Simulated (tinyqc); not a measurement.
Worked calculation: RKS/B3LYP (VWN-RPA form) in the sto-3g basis, for HF, spin multiplicity 1. Computed by tinyqc, a small Python program that keeps every step (integrals from PySCF). Settings: charge = 0, multiplicity = 1, basis = sto-3g, energy threshold = 1e-08, iteration cap = 58, orthogonalisation = symmetric, start = core, DIIS depth = 4, method = RKS, functional = b3lyp, grid = [40, 50]. Command: `OMP_NUM_THREADS=1 python tinyqc.py 29680 29681 out.jsonl` (the two numbers bound the seeds that draw the settings). One thread of a shared host (Intel(R) Xeon(R) Processor @ 2.60GHz), about 0.5 s of CPU time with the checks. Later iterations appear only in the table of the cycle.

## One-electron integrals

Geometry (angstrom):
```
atom         x         y         z
F     0.000000  0.000000  0.000000
H     0.000000  0.000000  1.464000
```

Basis sto-3g: exponents (1/bohr^2) and contraction coefficients of normalised primitives:
```
element  l (shell)    exponent  coefficient
F            s (1)  166.679130     0.154329
F            s (1)   30.360812     0.535328
F            s (1)    8.216821     0.444635
F            s (2)    6.464803    -0.099967
F            s (2)    1.502281     0.399513
F            s (2)    0.488588     0.700115
F            p (3)    6.464803     0.155916
F            p (3)    1.502281     0.607684
F            p (3)    0.488588     0.391957
H            s (1)    3.425251     0.154329
H            s (1)    0.623914     0.535328
H            s (1)    0.168855     0.444635
```

Overlap, kinetic and nuclear-attraction integrals over the contracted functions; the nuclear repulsion is the sum of Za Zb / Rab.

nuclear repulsion = 3.25313859 hartree

overlap S, lower triangle:
```
           1F 1s     1F 2s    1F 2px    1F 2py    1F 2pz     2H 1s
1F 1s   1.000000
1F 2s   0.237990  1.000000
1F 2px  0.000000  0.000000  1.000000
1F 2py  0.000000  0.000000  0.000000  1.000000
1F 2pz  0.000000  0.000000  0.000000  0.000000  1.000000
2H 1s   0.013818  0.174895  0.000000  0.000000  0.161879  1.000000
```

kinetic energy T (hartree), lower triangle:
```
            1F 1s      1F 2s    1F 2px    1F 2py    1F 2pz     2H 1s
1F 1s   36.984577
1F 2s   -0.212858   1.037995
1F 2px   0.000000   0.000000  3.248015
1F 2py   0.000000   0.000000  0.000000  3.248015
1F 2pz   0.000000   0.000000  0.000000  0.000000  3.248015
2H 1s   -0.004242  -0.012377  0.000000  0.000000  0.024316  0.760032
```

nuclear attraction V (hartree), lower triangle:
```
             1F 1s       1F 2s      1F 2px      1F 2py      1F 2pz      2H 1s
1F 1s   -77.371040
1F 2s    -9.262832  -11.902636
1F 2px    0.000000    0.000000  -11.799342
1F 2py    0.000000    0.000000    0.000000  -11.799342
1F 2pz   -0.005907   -0.073868    0.000000    0.000000  -11.831994
2H 1s    -0.550809   -1.412429    0.000000    0.000000   -1.092576  -4.464390
```

core Hamiltonian H = T + V (hartree), lower triangle:
```
             1F 1s       1F 2s     1F 2px     1F 2py     1F 2pz      2H 1s
1F 1s   -40.386463
1F 2s    -9.475690  -10.864641
1F 2px    0.000000    0.000000  -8.551327
1F 2py    0.000000    0.000000   0.000000  -8.551327
1F 2pz   -0.005907   -0.073868   0.000000   0.000000  -8.583980
2H 1s    -0.555051   -1.424806   0.000000   0.000000  -1.068260  -3.704358
```

## Two-electron integrals

Functions are numbered as in S; the eight-fold symmetry (ij|kl) = (ji|kl) = (kl|ij) leaves the list below.

Two-electron integrals (ij|kl) in chemists' order, unique and non-zero (hartree):
```
(11|11) 5.403501   (21|11) 0.841920   (21|21) 0.156299   (22|11) 1.268028
(22|21) 0.292344   (22|22) 0.926167   (31|31) 0.027998   (32|31) 0.043169
(32|32) 0.204588   (33|11) 1.264502   (33|21) 0.292403   (33|22) 0.925959
(33|33) 0.997514   (41|41) 0.027998   (42|41) 0.043169   (42|42) 0.204588
(43|43) 0.053770   (44|11) 1.264502   (44|21) 0.292403   (44|22) 0.925959
(44|33) 0.889973   (44|44) 0.997514   (51|51) 0.027998   (52|51) 0.043169
(52|52) 0.204588   (53|53) 0.053770   (54|54) 0.053770   (55|11) 1.264502
(55|21) 0.292403   (55|22) 0.925959   (55|33) 0.889973   (55|44) 0.889973
(55|55) 0.997514   (61|11) 0.049466   (61|21) 0.009112   (61|22) 0.016960
(61|33) 0.016939   (61|44) 0.016939   (61|51) 0.000340   (61|52) 0.000646
(61|55) 0.017006   (61|61) 0.000536   (62|11) 0.145136   (62|21) 0.033997
(62|22) 0.122812   (62|33) 0.121013   (62|44) 0.121013   (62|51) 0.002247
(62|52) 0.018887   (62|55) 0.126287   (62|61) 0.002010   (62|62) 0.021432
(63|31) 0.003313   (63|32) 0.020611   (63|53) 0.003818   (63|63) 0.002987
(64|41) 0.003313   (64|42) 0.020611   (64|54) 0.003818   (64|64) 0.002987
(65|11) 0.107615   (65|21) 0.025507   (65|22) 0.098883   (65|33) 0.094972
(65|44) 0.094972   (65|51) 0.004724   (65|52) 0.034427   (65|55) 0.106594
(65|61) 0.001557   (65|62) 0.021313   (65|65) 0.024082   (66|11) 0.359699
(66|21) 0.085572   (66|22) 0.357350   (66|33) 0.348272   (66|44) 0.348272
(66|51) 0.005688   (66|52) 0.068819   (66|55) 0.375324   (66|61) 0.005065
(66|62) 0.086801   (66|65) 0.101832   (66|66) 0.774606
```

## Orthogonalisation

S = U s U^T; symmetric (Loewdin) form X = U s^(-1/2) U^T, so that X^T S X = 1.

eigenvalues of S: 0.693242  0.870044  1.000000  1.000000  1.116138  1.320576

X, lower triangle:
```
            1F 1s      1F 2s    1F 2px    1F 2py     1F 2pz     2H 1s
1F 1s    1.022376
1F 2s   -0.124960   1.034795
1F 2px   0.000000   0.000000  1.000000
1F 2py   0.000000   0.000000  0.000000  1.000000
1F 2pz  -0.001396   0.011384  0.000000  0.000000   1.010259
2H 1s    0.009568  -0.092784  0.000000  0.000000  -0.083980  1.022439
```

## Starting guess

The start is the orbitals of the core Hamiltonian; D = 2 C_occ C_occ^T.

D at the start, lower triangle:
```
            1F 1s      1F 2s    1F 2px    1F 2py     1F 2pz     2H 1s
1F 1s    2.121365
1F 2s   -0.511544   2.155761
1F 2px   0.000000   0.000000  2.000000
1F 2py   0.000000   0.000000  0.000000  2.000000
1F 2pz  -0.006832   0.036591  0.000000  0.000000   2.036190
2H 1s    0.028251  -0.116301  0.000000  0.000000  -0.141276  0.015808
```

## Iteration 1: exchange-correlation on the grid

Becke grid with 40 radial and 50 angular points per atom, points of zero weight dropped. rho = sum D_ij phi_i phi_j; V_xc,ij = sum w v_xc phi_i phi_j plus the gradient terms; v_xc is d(rho eps)/d rho at fixed gradient. Exact exchange is left to K.

The 8 grid points with the largest w rho, of 3983 (bohr, atomic units):
```
x                  y          z         w       rho  |grad rho|^2     eps_xc       v_xc
-0.687587  -0.687587   0.000000  0.039900  0.630169      3.404328  -0.587173  -0.709762
0.687587   -0.687587   0.000000  0.039900  0.630169      3.404328  -0.587173  -0.709762
0.687587    0.687587   0.000000  0.039900  0.630169      3.404328  -0.587173  -0.709762
-0.687587   0.687587   0.000000  0.039900  0.630169      3.404328  -0.587173  -0.709762
0.000000   -0.687587  -0.687587  0.039903  0.629152      3.384360  -0.586837  -0.709428
-0.687587   0.000000  -0.687587  0.039903  0.629152      3.384360  -0.586837  -0.709428
0.687587    0.000000  -0.687587  0.039903  0.629152      3.384360  -0.586837  -0.709428
0.000000    0.687587  -0.687587  0.039903  0.629152      3.384360  -0.586837  -0.709428
```

electrons on the grid, sum of w rho = 10.000867

E_xc = sum of w rho eps_xc = -9.22073283 hartree

V_xc (hartree), lower triangle:
```
            1F 1s      1F 2s     1F 2px     1F 2py     1F 2pz      2H 1s
1F 1s   -2.831084
1F 2s   -0.401176  -0.771769
1F 2px   0.000000   0.000000  -0.766642
1F 2py   0.000000   0.000000   0.000000  -0.766642
1F 2pz  -0.000199  -0.000523   0.000000   0.000000  -0.766831
2H 1s   -0.023746  -0.087057   0.000000   0.000000  -0.063550  -0.164661
```

## Iteration 1: building the Kohn-Sham matrix

J_ij = sum D_kl (ij|kl), K_ij = sum D_kl (ik|jl); F = H + J - 0.1 K + V_xc; E = tr D H + tr D J / 2 - 0.05 tr D K + E_xc + E_nn.

Coulomb J (hartree), lower triangle:
```
            1F 1s     1F 2s    1F 2px    1F 2py    1F 2pz     2H 1s
1F 1s   20.912098
1F 2s    4.008089  9.926818
1F 2px   0.000000  0.000000  9.918070
1F 2py   0.000000  0.000000  0.000000  9.918070
1F 2pz   0.001028  0.001386  0.000000  0.000000  9.917883
2H 1s    0.233804  1.270885  0.000000  0.000000  1.004688  3.571710
```

exchange K (hartree), lower triangle:
```
            1F 1s     1F 2s    1F 2px    1F 2py    1F 2pz     2H 1s
1F 1s   11.107969
1F 2s    1.946266  3.232356
1F 2px   0.000000  0.000000  2.662686
1F 2py   0.000000  0.000000  0.000000  2.662686
1F 2pz   0.000411  0.003795  0.000000  0.000000  2.665000
2H 1s    0.121515  0.361752  0.000000  0.000000  0.212913  0.071374
```

Kohn-Sham matrix F (hartree), lower triangle:
```
             1F 1s      1F 2s    1F 2px    1F 2py     1F 2pz      2H 1s
1F 1s   -23.416246
1F 2s    -6.063404  -2.032828
1F 2px    0.000000   0.000000  0.333832
1F 2py    0.000000   0.000000  0.000000  0.333832
1F 2pz   -0.005119  -0.073385  0.000000  0.000000   0.300572
2H 1s    -0.357144  -0.277153  0.000000  0.000000  -0.148413  -0.304446
```

total energy of this density = -98.22982137 hartree

## Iteration 1: diagonalisation and new density

Diagonalise F' = X^T F X, C = X C', fill 5 alpha and 5 beta electrons from the bottom; D = 2 C_occ C_occ^T. Each column has its largest component positive (the first on a tie).

F' = X^T F X (hartree), lower triangle:
```
            1          2         3         4          5          6
1  -22.964728
2   -3.226292  -0.933347
3    0.000000   0.000000  0.333832
4    0.000000   0.000000  0.000000  0.333832
5   -0.005247  -0.051007  0.000000  0.000000   0.328463
6   -0.010862  -0.124720  0.000000  0.000000  -0.150382  -0.255073
```

orbital energies (hartree): MO1 -23.427511, MO2 -0.539416, MO3 -0.223171, MO4 0.333832, MO5 0.333832, MO6 0.365414

coefficients C:
```
              MO1        MO2        MO3        MO4       MO5        MO6
1F 1s    0.994287  -0.234493   0.131763   0.000000  0.000000   0.002706
1F 2s    0.023121   0.882327  -0.562197   0.000000  0.000000   0.007286
1F 2px   0.000000   0.000000   0.000000  -0.088907  0.996040   0.000000
1F 2py   0.000000   0.000000   0.000000   0.996040  0.088907   0.000000
1F 2pz   0.000668   0.102132   0.117719   0.000000  0.000000   1.001757
2H 1s   -0.002488   0.364044   0.910499   0.000000  0.000000  -0.315582
```

D after iteration 1, lower triangle:
```
            1F 1s      1F 2s    1F 2px    1F 2py    1F 2pz     2H 1s
1F 1s    2.121909
1F 2s   -0.515976   2.190202
1F 2px   0.000000   0.000000  2.000000
1F 2py   0.000000   0.000000  0.000000  2.000000
1F 2pz  -0.015548   0.047896  0.000000  0.000000  0.048578
2H 1s    0.064261  -0.381462  0.000000  0.000000  0.288723  1.923085
```

Within a degenerate level the vectors are fixed only up to a rotation; this is one choice.

## Iteration 2: exchange-correlation on the grid

As before.

The 8 grid points with the largest w rho, of 3983 (bohr, atomic units):
```
x                  y         z         w       rho  |grad rho|^2     eps_xc       v_xc
-0.687587   0.687587  0.000000  0.039900  0.630577      3.415540  -0.587329  -0.709882
-0.687587  -0.687587  0.000000  0.039900  0.630577      3.415540  -0.587329  -0.709882
0.687587   -0.687587  0.000000  0.039900  0.630577      3.415540  -0.587329  -0.709882
0.687587    0.687587  0.000000  0.039900  0.630577      3.415540  -0.587329  -0.709882
-0.587946   0.587946  0.000000  0.026134  0.924304      5.354102  -0.650163  -0.808767
0.587946   -0.587946  0.000000  0.026134  0.924304      5.354102  -0.650163  -0.808767
-0.587946  -0.587946  0.000000  0.026134  0.924304      5.354102  -0.650163  -0.808767
0.587946    0.587946  0.000000  0.026134  0.924304      5.354102  -0.650163  -0.808767
```

electrons on the grid, sum of w rho = 10.000327

E_xc = sum of w rho eps_xc = -8.50538385 hartree

V_xc (hartree), lower triangle:
```
            1F 1s      1F 2s     1F 2px     1F 2py     1F 2pz      2H 1s
1F 1s   -2.815588
1F 2s   -0.388376  -0.707502
1F 2px   0.000000   0.000000  -0.736583
1F 2py   0.000000   0.000000   0.000000  -0.736583
1F 2pz  -0.000726  -0.009417   0.000000   0.000000  -0.633525
2H 1s   -0.022973  -0.086805   0.000000   0.000000  -0.069601  -0.428364
```

## Iteration 2: building the Kohn-Sham matrix

As before.

Coulomb J (hartree), lower triangle:
```
            1F 1s     1F 2s    1F 2px    1F 2py    1F 2pz     2H 1s
1F 1s   19.143093
1F 2s    3.603818  8.819063
1F 2px   0.000000  0.000000  8.862106
1F 2py   0.000000  0.000000  0.000000  8.862106
1F 2pz   0.015260  0.156155  0.000000  0.000000  8.706970
2H 1s    0.210513  1.196933  0.000000  0.000000  1.000498  4.358208
```

exchange K (hartree), lower triangle:
```
            1F 1s     1F 2s    1F 2px    1F 2py    1F 2pz     2H 1s
1F 1s   11.053224
1F 2s    1.861797  2.849544
1F 2px   0.000000  0.000000  2.560779
1F 2py   0.000000  0.000000  0.000000  2.560779
1F 2pz   0.002206  0.093179  0.000000  0.000000  0.808693
2H 1s    0.114537  0.405463  0.000000  0.000000  0.345639  1.543979
```

Kohn-Sham matrix F (hartree), lower triangle:
```
             1F 1s      1F 2s     1F 2px     1F 2py     1F 2pz     2H 1s
1F 1s   -25.164281
1F 2s    -6.446428  -3.038035
1F 2px    0.000000   0.000000  -0.681882
1F 2py    0.000000   0.000000   0.000000  -0.681882
1F 2pz    0.008406   0.063552   0.000000   0.000000  -0.591405
2H 1s    -0.378964  -0.355225   0.000000   0.000000  -0.171927  0.071088
```

total energy of this density = -98.27947978 hartree

## Iteration 2: DIIS over 2 matrices

error matrix X^T (FDS - SDF) X:
```
           1          2         3         4          5          6
1   0.000000   0.000735  0.000000  0.000000   0.006230  -0.003369
2  -0.000735   0.000000  0.000000  0.000000  -0.269691   0.078179
3   0.000000   0.000000  0.000000  0.000000   0.000000   0.000000
4   0.000000   0.000000  0.000000  0.000000   0.000000   0.000000
5  -0.006230   0.269691  0.000000  0.000000   0.000000  -0.573400
6   0.003369  -0.078179  0.000000  0.000000   0.573400   0.000000
```

B (overlaps of the stored error matrices):
```
                1               2
1   3.0856648e-01  -3.2929669e-01
2  -3.2929669e-01   8.1536575e-01
```

Minimise |sum c_i e_i|^2 with sum c_i = 1: solve [B -1; -1 0][c; lambda] = [0; -1] with B_ij = tr e_i^T e_j, and take F = sum c_i F_i.

DIIS coefficients: 0.642158  0.357842

extrapolated F (hartree), lower triangle:
```
             1F 1s      1F 2s     1F 2px     1F 2py     1F 2pz      2H 1s
1F 1s   -24.041767
1F 2s    -6.200466  -2.392534
1F 2px    0.000000   0.000000  -0.029633
1F 2py    0.000000   0.000000   0.000000  -0.029633
1F 2pz   -0.000279  -0.024383   0.000000   0.000000  -0.018615
2H 1s    -0.364952  -0.305090   0.000000   0.000000  -0.156827  -0.170064
```

## Iteration 2: diagonalisation and new density

As before.

F' = X^T F X (hartree), lower triangle:
```
            1          2          3          4          5          6
1  -23.589222
2   -3.247060  -1.285384
3    0.000000   0.000000  -0.029633
4    0.000000   0.000000   0.000000  -0.029633
5   -0.006016  -0.003791   0.000000   0.000000   0.006191
6   -0.011153  -0.138042   0.000000   0.000000  -0.148354  -0.112405
```

orbital energies (hartree): MO1 -24.052364, MO2 -0.848183, MO3 -0.192945, MO4 -0.029633, MO5 -0.029633, MO6 0.112673

coefficients C:
```
              MO1        MO2        MO3        MO4       MO5        MO6
1F 1s    0.994500  -0.261646   0.051830   0.000000  0.000000  -0.028060
1F 2s    0.022290   1.005929  -0.246526   0.000000  0.000000   0.148284
1F 2px   0.000000   0.000000   0.000000   0.998342  0.057556   0.000000
1F 2py   0.000000   0.000000   0.000000  -0.057556  0.998342   0.000000
1F 2pz   0.000399   0.031765   0.524426   0.000000  0.000000   0.867050
2H 1s   -0.002346   0.097144   0.775677   0.000000  0.000000  -0.670833
```

D after iteration 2, lower triangle:
```
            1F 1s      1F 2s    1F 2px    1F 2py    1F 2pz     2H 1s
1F 1s    2.120349
1F 2s   -0.507615   2.146331
1F 2px   0.000000   0.000000  2.000000
1F 2py   0.000000   0.000000  0.000000  2.000000
1F 2pz   0.038534  -0.194645  0.000000  0.000000  0.552064
2H 1s    0.024905  -0.187113  0.000000  0.000000  0.819741  1.222236
```

Within a degenerate level the vectors are fixed only up to a rotation; this is one choice.

## Iteration 9 (converged): orbitals

converged F (hartree), lower triangle:
```
             1F 1s      1F 2s     1F 2px     1F 2py     1F 2pz      2H 1s
1F 1s   -24.329606
1F 2s    -6.263077  -2.545209
1F 2px    0.000000   0.000000  -0.181579
1F 2py    0.000000   0.000000   0.000000  -0.181579
1F 2pz   -0.007807  -0.029636   0.000000   0.000000  -0.164217
2H 1s    -0.368920  -0.327636   0.000000   0.000000  -0.193692  -0.199916
```

As before.

F' = X^T F X (hartree), lower triangle:
```
            1          2          3          4          5          6
1  -23.876479
2   -3.257919  -1.433234
3    0.000000   0.000000  -0.181579
4    0.000000   0.000000   0.000000  -0.181579
5   -0.013269  -0.006478   0.000000   0.000000  -0.136445
6   -0.010609  -0.145284   0.000000   0.000000  -0.171631  -0.135407
```

orbital energies (hartree): MO1 -24.339889, MO2 -0.994768, MO3 -0.292294, MO4 -0.181579, MO5 -0.181579, MO6 0.045385

coefficients C:
```
              MO1        MO2        MO3        MO4       MO5        MO6
1F 1s    0.994603  -0.262194   0.042921   0.000000  0.000000   0.033751
1F 2s    0.021889   1.010508  -0.204814   0.000000  0.000000  -0.177765
1F 2px   0.000000   0.000000   0.000000  -0.045523  0.998963   0.000000
1F 2py   0.000000   0.000000   0.000000   0.998963  0.045523   0.000000
1F 2pz   0.000709   0.036727   0.680316   0.000000  0.000000  -0.750751
2H 1s   -0.002330   0.079694   0.634446   0.000000  0.000000   0.807624
```

D after iteration 9, lower triangle:
```
            1F 1s      1F 2s    1F 2px    1F 2py    1F 2pz     2H 1s
1F 1s    2.119645
1F 2s   -0.503937   2.127107
1F 2px   0.000000   0.000000  2.000000
1F 2py   0.000000   0.000000  0.000000  2.000000
1F 2pz   0.040551  -0.204420  0.000000  0.000000  0.928359
2H 1s    0.008037  -0.098926  0.000000  0.000000  0.869099  0.817757
```

Within a degenerate level the vectors are fixed only up to a rotation; this is one choice.

## Convergence

Stop when the energy changes by less than 1e-08 hartree and every element of the error matrix X^T (F D S - S D F) X is below 3e-05.

Course of the cycle:
```
iteration   E (hartree)     change  largest element of the error matrix
1          -98.22982137          -                             3.13e-01
2          -98.27947978  -4.97e-02                             5.73e-01
3          -98.75624289  -4.77e-01                             3.82e-01
4          -98.64453480   1.12e-01                             5.45e-01
5          -98.83200288  -1.87e-01                             3.85e-03
6          -98.83198835   1.45e-05                             6.86e-03
7          -98.83201092  -2.26e-05                             7.73e-04
8          -98.83201121  -2.88e-07                             3.75e-05
9          -98.83201121  -6.82e-10                             8.62e-09
```

PySCF RKS in the same basis, fine grid = -98.83154641 hartree

Converged in 9 iterations. The coarse grid moves the energy by -4.65e-04 hartree.

## Populations, bond orders and dipole

Mulliken: Z minus the diagonal of D S on the atom; Loewdin: the same with S^(1/2) D S^(1/2); Mayer order: 2 sum_s sum (D(s) S)_ij (D(s) S)_ji over the two atoms.

Charges (e):
```
atom   Mulliken    Loewdin
1F    -0.058745  -0.051000
2H     0.058745   0.051000
```

Mayer bond orders:
```
pair     order
2-1   0.996549
```

dipole moment about the origin, x y z (debye): 0.000000  0.000000  0.754013
